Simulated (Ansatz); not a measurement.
# C6H12: the cost of one run

Program: Ansatz 0.2.0. Level of theory: the levels named in each step. These are calculated values, not measurements.

## Step 1: The starting structure

Bond lengths (14 of 15 bonds, heavy atoms first): C1–C2 1.316 Å, C3–C4 1.317 Å, C5–C6 1.316 Å, C1–H7 1.078 Å, C1–H8 1.078 Å, C2–H9 1.078 Å, C2–H10 1.078 Å, C3–H11 1.078 Å, C3–H12 1.078 Å, C4–H13 1.078 Å, C4–H14 1.078 Å, C5–H15 1.078 Å, C5–H16 1.078 Å, C6–H17 1.077 Å. Angles (14 of 18 angles, heavy atoms first): C1–C2–H9 122.2°, C1–C2–H10 121.8°, C2–C1–H7 122.0°, C2–C1–H8 121.9°, C3–C4–H13 121.8°, C3–C4–H14 121.9°, C4–C3–H11 122.1°, C4–C3–H12 121.8°, C5–C6–H17 122.0°, C5–C6–H18 122.1°, C6–C5–H15 122.0°, C6–C5–H16 122.0°, H9–C2–H10 116.0°, H7–C1–H8 116.0°.

Coordinates:

```xyz
18

C    -2.0285    2.2201    3.2186
C    -1.1024    1.9875    2.3125
C    -0.1522   -1.6942    0.6673
C     0.6666   -0.6882    0.4413
C     1.0291   -0.4218   -3.6579
C     1.5878   -1.4034   -2.9817
H    -2.1917    3.2028    3.6305
H    -2.6709    1.4389    3.5909
H    -0.9393    1.0065    1.8960
H    -0.4617    2.7713    1.9420
H    -0.1546   -2.2310    1.6021
H    -0.8610   -2.0278   -0.0729
H     0.6651   -0.1547   -0.4954
H     1.3787   -0.3558    1.1798
H     1.4524    0.5694   -3.6805
H     0.1201   -0.5601   -4.2203
H     1.1641   -2.3936   -2.9579
H     2.4945   -1.2655   -2.4163
```

## Step 2: A rough first relaxation, PBE-D4/def2-SVP

input.yaml

```yaml
crystal:
  periodic: [false, false, false]
  atoms:
    - { symbol: C, position_ang: [-2.0285, 2.22006, 3.21859] }
    - { symbol: C, position_ang: [-1.1024, 1.9875, 2.31253] }
    - { symbol: C, position_ang: [-0.15221, -1.69423, 0.66735] }
    - { symbol: C, position_ang: [0.66665, -0.68824, 0.44134] }
    - { symbol: C, position_ang: [1.02907, -0.42176, -3.65792] }
    - { symbol: C, position_ang: [1.58776, -1.40336, -2.98172] }
    - { symbol: H, position_ang: [-2.19175, 3.2028, 3.63047] }
    - { symbol: H, position_ang: [-2.6709, 1.43891, 3.59094] }
    - { symbol: H, position_ang: [-0.9393, 1.00648, 1.89598] }
    - { symbol: H, position_ang: [-0.46175, 2.77125, 1.942] }
    - { symbol: H, position_ang: [-0.15459, -2.231, 1.60209] }
    - { symbol: H, position_ang: [-0.86099, -2.02779, -0.07293] }
    - { symbol: H, position_ang: [0.66514, -0.15472, -0.49538] }
    - { symbol: H, position_ang: [1.37871, -0.35578, 1.17982] }
    - { symbol: H, position_ang: [1.4524, 0.56938, -3.68049] }
    - { symbol: H, position_ang: [0.12013, -0.56008, -4.22026] }
    - { symbol: H, position_ang: [1.16409, -2.3936, -2.95787] }
    - { symbol: H, position_ang: [2.49454, -1.26547, -2.41628] }
basis:
  gaussian: { orbitals: def2-SVP }
hamiltonian:
  xc: pbe
  dispersion: d4
relax:
  f_tol: 0.03
  max_steps: 200
```

The run is started by

```bash
$ ansatz run input.yaml --threads 4 --pin off --max-ram 10240MiB --backend cpu --events-out ev --progress --plain --runs-dir out
```

What time and memory should one allow on 4 threads of Intel Xeon at 2.70GHz, shared host?

About 29 s, with a peak of 0.2 GiB.
